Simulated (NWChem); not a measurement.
allene (C$_{3}$H$_{4}$); SMILES C=C=C

Computed with NWChem. Pople sets run with spherical d functions. Coordinates come from a PBE-D3(BJ)/def2-SVP optimisation. Vertical excitations in the gas phase; the lowest state need not have the same character in each row.

For level Hartree-Fock/6-31G*, CIS:

```yaml
lowest excitation, singlet (eV): 6.36
lowest state with f > 0.02, singlet (eV): 8.74
oscillator_strength_of_that_bright_state: 1.710
orbital gap (eV): 14.82
```

Problem. Estimate the same quantities for level Hartree-Fock/aug-cc-pVDZ, CIS.

Solution. 
| Quantity | Value |
|---|---|
| lowest excitation, singlet (eV) | 6.13 |
| lowest state with f > 0.02, singlet (eV) | 7.14 |
| oscillator strength of that bright state | 0.048 |
| orbital gap (eV) | 11.27 |
